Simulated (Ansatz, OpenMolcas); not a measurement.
## The same job for Ansatz

OpenMolcas 26.06 runs this on BF2 (SMILES F[B]F):

struct.xyz:
```
3

F      0.583336    -1.429774     0.153609
B      0.279000     0.240500     0.181300
F     -0.802900     0.738900    -0.354600
```

calc.inp:
```
&GATEWAY
BasLib=$CurrDir
Coord=struct.xyz
Basis=cc-pVTZ
Group=NoSym
&SEWARD
GridInput
Grid=UltraFine
End of Grid
&SCF
UHF
Spin=2
KSDFT=B3LYP
Thresholds=1e-10 1e-07 1e-07 1e-05
PrOrbitals=1 2
```

```bash
$ export MOLCAS_MEM=1860
$ pymolcas calc.inp > calc.log
```

(Basis files named in the input come from the Basis Set Exchange and aren't shown.)

The F1–B2 distance was set to 1.698 Å, away from the relaxed value.

It gives a total energy of -224.605338 Eh.

**Question.** How is this level of theory, on these atoms, set up in Ansatz 0.2.0 as an input file of the program's own?

**Answer.** One way, which was run:

input.yaml:
```yaml
crystal:
  periodic: [false, false, false]
  atoms:
    - {symbol: F, position_ang: [0.583336, -1.429774, 0.153609]}
    - {symbol: B, position_ang: [0.279000, 0.240500, 0.181300]}
    - {symbol: F, position_ang: [-0.802900, 0.738900, -0.354600]}
basis:
  gaussian: {orbitals: cc-pVTZ}
magnetization: {spin_polarized: true, initial_magnetization: 1}
hamiltonian: {xc: {name: B3LYP}}
accuracy: high
output: {orbitals: {seedname: orbitals}}
```

```bash
$ ansatz run input.yaml --threads 1 --pin off --max-ram 3480MiB --events-out events.jsonl --progress --plain --runs-dir runs
```

Its energy is -224.605338 Eh, 0.000 mEh from the first.
